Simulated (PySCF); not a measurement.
Compound: C3H10N (charge +1).
Numbering: `[CH3:1][NH+:2]([CH3:3])[CH3:4]` (hydrogens: H5, H6, H7 on C1; H8 on N2; H9, H10, H11 on C3; H12, H13, H14 on C4)

Method: core-valence-separated Tamm–Dancoff BHandHLYP/aug-pcX-1 (pcseg-1 on H) in PySCF, non-relativistic, gas phase, PBE0-D3(BJ)/def2-SVP geometry. The energies are unshifted.

Question: What does the N 1s absorption edge look like?

Answer: 
| E (eV) | f | core hole on | main final orbital |
| --- | --- | --- | --- |
| 402.70 | 0.0312 | N2 | LUMO (76 %) |
| 404.44 | 0.0169 | N2 | LUMO+4 (48 %) |
| 404.54 | 0.1133 | N2 | LUMO+17/LUMO+18 (2 roots, f summed) |
| 405.90 | 0.0002 | N2 | LUMO+1 (87 %) |
| 406.24 | 0.0011 | N2 | LUMO+2/LUMO+3 (2 roots, f summed) |

The first line with a tenth or more of the strongest one's intensity is at 402.70 eV (f = 0.031), with the hole on N2 (ammonium nitrogen). The strongest listed is at 404.54 eV (f = 0.113, sum of 2; N2).

Question: Give energies, oscillator strengths and core holes at the C K edge.

Answer: 
```csv
E (eV),f,core hole on,main final orbital
286.37,0.1442,C1/C3/C4,"LUMO (3 roots, f summed)"
287.76,0.0406,C1/C3/C4,"LUMO (3 roots, f summed)"
288.05,0.1217,C1/C3/C4,"spread (3 roots, f summed)"
288.09,0.0767,C1/C3/C4,"LUMO+1 (3 roots, f summed)"
288.75,0.0582,C1/C3/C4,"spread (3 roots, f summed)"
```

The first line with a tenth or more of the strongest one's intensity is at 286.37 eV (f = 0.144, sum of 3), with the hole on C1/C3/C4 (N-methyl carbon). It is also the strongest listed.

Roots within 0.03 eV whose holes lie on the same, on equivalent or on shared atoms are summed into one line, and the highest roots are left out, as the search may have cut off their partners. Final orbitals are the ground state's empty Kohn–Sham orbitals.

Question: What are the wavelength and the wavenumber of the 402.70 eV line?

Answer: λ = 12398.42 eV Å/402.70 eV = 30.788 Å; 3.2480 × 10⁶ cm⁻¹.

Only the lowest roots of each edge were sought.

Time: 12 s wall. Hardware: one thread of an x86-64 server (shared host).
